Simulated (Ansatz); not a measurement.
# BH3O (triplet): the correlation ladder at distance B1–H4 along a hydrogen transfer = 1.241 Å, cc-pVDZ

The task here is to estimate one member of a computed series from the others.

Program: Ansatz 0.2.0, Gaussian basis. Level of theory: cc-pVDZ, core rule «outside noble gas», up to 2 orbitals frozen. These are calculated values, not measurements.

The runs, in order: UHF; CCSD(T) on ROHF; CCSD(T) on UHF; BCCD(T) on ROHF; CISD; CCSDT(Q) on ROHF; CCSDT(Q) on UHF; CASSCF and MRCISD+Q, 4 electrons in 4 orbitals; CASSCF and NEVPT2, 4 electrons in 4 orbitals.

17 further runs of the same task are left out: 9 for a known fault of the program, 2 for a mislabelled method, 5 that didn't finish, 1 set aside as unsound or not needed.

## The geometry

The geometry derives from fragments relaxed apart (PBE0/def2-TZVP) and kept rigid, so it is no stationary point. A hydrogen atom is moved between rigid fragments.

5 atoms, charge 0, spin multiplicity 3.

Atoms are counted from 1 here; the program's logs count them from 0.

Bond lengths: B1–H2 1.193 Å, B1–H3 1.193 Å, B1–H4 1.241 Å. Angles: H2–B1–H3 120.0°, H2–B1–H4 120.0°, H3–B1–H4 120.0°.

The first run:

in.yaml reads:

```yaml
crystal:
  periodic: [false, false, false]
  atoms:
    - {symbol: B, position_ang: [-1.350878, 0.000000, 0.000000]}
    - {symbol: H, position_ang: [-1.947612, 1.033571, 0.000000]}
    - {symbol: H, position_ang: [-1.947612, -1.033571, 0.000000]}
    - {symbol: H, position_ang: [-0.109878, 0.000000, 0.000000]}
    - {symbol: O, position_ang: [1.165122, 0.000000, 0.000000]}
basis:
  gaussian: {orbitals: cc-pVDZ}
magnetization: {spin_polarized: true, initial_magnetization: 2}
hamiltonian: {xc: hf}
output: {orbitals: {seedname: orbitals}}
```

Command:

```
> ansatz run in.yaml --threads 1 --pin off --events-out ev --progress --plain --max-ram 2393MiB
```

Steps of the session up to this table: UHF; CCSD(T) on ROHF; CCSD(T) on UHF; BCCD(T) on ROHF; CISD; CCSDT(Q) on ROHF; CCSDT(Q) on UHF; CASSCF and MRCISD+Q, 4 electrons in 4 orbitals; CASSCF and NEVPT2, 4 electrons in 4 orbitals.

One table of the session follows, with a row left open; its other results are not shown here.

```
     method  from UCCSDT(Q) (meV)
       ROHF               +7364.7
        UHF               +7068.1
       RMP2               +1238.6
       UMP2               +1232.3
       CISD                     ?
      RCCSD                +148.1
      UCCSD                +141.8
   RCCSD(T)                 +32.2
   UCCSD(T)                 +31.1
    BCCD(T)                 +32.9
     RCCSDT                  +9.6
     UCCSDT                  +8.2
  RCCSDT(Q)                  +1.3
  UCCSDT(Q)                     0
CASSCF pair               +6779.2
NEVPT2 pair               +1155.2
```

Estimate the missing values for CISD.

As computed: from UCCSDT(Q) (meV): +643.2. In the column «from UCCSDT(Q) (meV)» it lies between RCCSD (+148.1) and NEVPT2 pair (+1155.2).

Not comparable, so not listed: CASSCF and MRCISD+Q, 4 electrons in 4 orbitals (they don't share determinant, frozen orbitals or solution with the rows shown, or repeat one).

To keep in mind: Restricted and unrestricted rows rest on different reference determinants; where their highest levels disagree by more than a few hundredths of an eV, they describe different states and don't form one ladder. Warnings in the runs' records: passed over end.
